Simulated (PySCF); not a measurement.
## Quadrupolar nuclei of methylaminoethane in NMR

Methylaminoethane, C3H9N.
Geometry (PBE0-D3(BJ)/def2-SVP, Å), atoms numbered from 1 in this order:
```
atom  x, y, z in Å
C1    -1.7744   -0.4820   -0.3228
C2    -0.2631   -0.5548   -0.2255
N3     0.3028    0.7152    0.1604
C4     1.7376    0.7138    0.2739
H5    -2.0767    0.3075   -1.0268
H6    -2.1990   -1.4384   -0.6621
H7    -2.2248   -0.2496    0.6566
H8     0.0271   -1.3855    0.4606
H9     0.1562   -0.8285   -1.2108
H10   -0.1200    1.0305    1.0306
H11    2.0935    1.6991    0.6114
H12    2.1920    0.5264   -0.7136
H13    2.1488   -0.0535    0.9682
```

Computed at PBE0/pcSseg-1 (PySCF, non-relativistic):

```tsv
atom	environment	nucleus	spin I	Q (b)	CQ = χzz (MHz)	η
N3	secondary amine nitrogen	14N	1	0.02044	-6.062	0.074
```

**Question.** Recover the principal values of the field gradient from CQ = 234.96 MHz × Q × Vzz, η = (Vxx − Vyy)/Vzz and a zero trace.

**Answer.** Vxx = −Vzz(1 − η)/2 and Vyy = −Vzz(1 + η)/2, in au:

```
atom  Vxx (au)  Vyy (au)  Vzz (au)  Vzz (10²¹ V/m²)
  N3     0.585     0.678    -1.262           -12.27
```

**Question.** At 16.45 T, set νQ = 3|CQ|/[2I(2I − 1)] beside the Larmor frequency (|g| × 7.62259 MHz/T × B; g(14N) = 0.40376), and give PQ = |CQ|√(1 + η²/3).

**Answer.** 
| atom | PQ (MHz) | νQ (MHz) | ν0 (MHz) | νQ/ν0 |
| --- | --- | --- | --- | --- |
| N3 | 6.068 | 9.093 | 50.63 | 0.180 |

For N3: PQ = 6.062 × 1.0009, νQ = 6.062 × 1.5000, ν0 = 3.0777 MHz/T × 16.45 T.

One conformer (not necessarily the lowest) at the PBE0-D3(BJ)/def2-SVP geometry, without solvent, vibrations or thermal averaging. With a basis this small, the couplings can be 20 % off.
